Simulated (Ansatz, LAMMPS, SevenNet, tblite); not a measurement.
**Rock-salt NaF, equilibrium lattice constant a**

Reference value: 4.582 Å (measured, static lattice: zero-point anharmonic expansion removed; as tabulated in Mejia-Rodriguez and Trickey (2018), arXiv:1807.09216).

| level (code) | value (Å) |
|---|---|
| ionic model catlow1977 (shell model, LAMMPS) | 4.567 |
| GFN2-xTB (tblite) | 6.493 |
| SevenNet-0 | 4.694 |
| LDA (Ansatz) | 4.503 |
| PBE (Ansatz) | [?] |
| r²SCAN (Ansatz) | 4.594 |
| B3LYP (VWN-RPA form) (Ansatz) | [?] |
| HSE06 (Ansatz) | 4.638 |
| Hartree–Fock (Ansatz) | [?] |

Task: Some entries are withheld; supply them.

Result: 
- PBE (Ansatz, a program for electronic structure), value (Å): 4.701
- B3LYP (VWN-RPA form) (Ansatz), value (Å): 4.646
- Hartree–Fock (Ansatz), value (Å): 4.622

Errors against the reference: ionic model catlow1977 -0.33 %, GFN2-xTB +42 %, SevenNet-0 +2.44 %, LDA -1.72 %, PBE +2.60 %, r²SCAN +0.26 %, B3LYP (VWN-RPA form) +1.40 %, HSE06 +1.22 %, Hartree–Fock +0.87 %.

Once the reference is moved by up to 0.11 % (a margin picked here for doubts on the reference and the settings) and values within 0.10 % count as equal, the nearest can be r²SCAN (+0.26 %) or ionic model catlow1977 (-0.33 %). Among them GFN2-xTB (+42 %) misses by most. Within 1 %: ionic model catlow1977, r²SCAN, Hartree–Fock.

GFN2-xTB: the cell moved over 20 % in volume from its start. GFN2-xTB: the method was fitted mainly to molecules. GFN2-xTB: the run uses a supercell at the zone centre in place of a k mesh. Cutoffs and k meshes differ between the levels. Ansatz's density-functional and Hartree–Fock values are scalar-relativistic unless marked +SOC, with PAW data made under PBE.

Empirical potentials (ionic model catlow1977) are fitted to chosen data: where that held the value shown, agreement is built in, and what lay outside the fit can be far off. Machine-learned potentials (SevenNet-0) are trained on DFT data: a solid inside that data is no test of them.

Differences are worked out from the printed values.
